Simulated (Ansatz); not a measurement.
Rhombohedral A7 Sb was calculated with PBE-D4 (plane waves, PAW; Ansatz, a quantum-chemistry and plane-wave program).

Run with plane-wave cutoff 520 eV, 16×16×16 k mesh, Fermi–Dirac smearing 0.05 eV, scalar-relativistic PAW data made under PBE.

Cell (relaxed at this level):

```cif
data_Sb6
_chemical_formula_sum 'Sb6'
_space_group_name_H-M_alt 'R-3m :H'
_space_group_IT_number 166
_space_group_name_Hall '-R 3 2"'
_cell_length_a 4.32060
_cell_length_b 4.32060
_cell_length_c 11.02839
_cell_angle_alpha 90.000
_cell_angle_beta 90.000
_cell_angle_gamma 120.000
loop_
_atom_site_label
_atom_site_type_symbol
_atom_site_symmetry_multiplicity
_atom_site_Wyckoff_symbol
_atom_site_fract_x
_atom_site_fract_y
_atom_site_fract_z
_atom_site_occupancy
Sb1 Sb 6 c 0.00000 0.00000 0.23651 1
```
(The calculation used a cell of 2 atoms; values per cell refer to that cell.)

### Question
What does this level give for the bulk modulus B0 and pressure derivative B′ of the bulk modulus?

### Answer

* **bulk modulus B0**: 43.0 GPa
* **pressure derivative B′ of the bulk modulus**: 5.6

The run finds no gap.

Measured, for comparison: bulk modulus 39.5 GPa (copied from a table, unchecked, extrapolated to 0 K and zero-point effects removed; as tabulated in Lejaeghere et al. (2013), arXiv:1204.2733). Computed (rounded) less measured: bulk modulus not scored (unchecked).

Note: the bulk modulus comes from volumes at which shape and atoms were relaxed.

Spin–orbit coupling is not included.

Computed values are for the static lattice.
